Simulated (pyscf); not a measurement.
PySCF, gas phase, ωB97X-D3(BJ)/def2-SVP geometries.

Q: H₃C–Si•(CH₃)–CH₃ + hydrogen (H₂) → H₃C–SiH(CH₃)–CH₃ + H atom (H•)
Surface: doublet. Broken: H–H. Formed: H–Si. Give ΔE‡ and ΔE from r²SCAN/def2-TZVP, relative to the separated reactants.

A: ΔE‡ = 49.2 kJ/mol, ΔE = +55.8 kJ/mol. ωB97M-D3(BJ)/def2-TZVP gives 54.0 kJ/mol and +36.1 kJ/mol. Zero-point energy shifts the barrier by -5.7 kJ/mol. It is a hydrogen abstraction, with an imaginary mode of 875i cm⁻¹. At r²SCAN this geometry lies under the product side: in single points on another level's saddle the reverse barrier vanishes, and the forward threshold there is about the reaction energy. One saddle was located; it need not be the lowest between these sides. The angle at the transferred H is 180°.
